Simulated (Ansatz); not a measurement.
Ideal-gas functions of ethylene, C2H4 at 600 K and 1 bar, from an Ansatz frequency run at PBE0-D4/def2-TZVP.

Molar mass 28.05 g/mol, point group D2h (symmetry number 4), electronic degeneracy 1, moments of inertia 3.436, 16.621, 20.058 u Å². Harmonic wavenumbers (cm⁻¹, unscaled): 828, 979, 984, 1067, 1239, 1381, 1466, 1704, 3146, 3162, 3222, 3250.

Use S(trans) = R[1.5 ln M + 2.5 ln T − 1.1517]; rotational temperatures θ = 24.2544 K / I; S(rot) = R[ln(√π/σ · √(T³/θAθBθC)) + 1.5]; for each mode x = 1.438777 ν̃/T, S = R[x/(eˣ − 1) − ln(1 − e⁻ˣ)] and H = RT x/(eˣ − 1); 1 cm⁻¹ = 0.0119627 kJ/mol; R = 8.31446 J/(mol·K).

By hand: the entropy, in J/(mol·K).

Translation 165.0. Rotation: θ = 7.0589, 1.4593, 1.2092 K, giving 75.0. Vibration, mode by mode: 3.86, 2.90, 2.87, 2.45, 1.77, 1.35, 1.15, 0.72, 0.04, 0.04, 0.03, 0.03, in all 17.2. Electronic 0.0. Sum 257.2 J/(mol·K).

By hand: H − E and G − E in kJ/mol, counted from the electronic energy.

Zero-point energy ½ × 22428 × 0.0119627 = 134.1; thermal vibration 7.5; translation, rotation and pV give 4 RT = 20.0. H − E = 161.6 kJ/mol, and G − E = 161.6 − 600 × 257.2/1000 = 7.3 kJ/mol.

Vibration gives 7 % of the entropy.
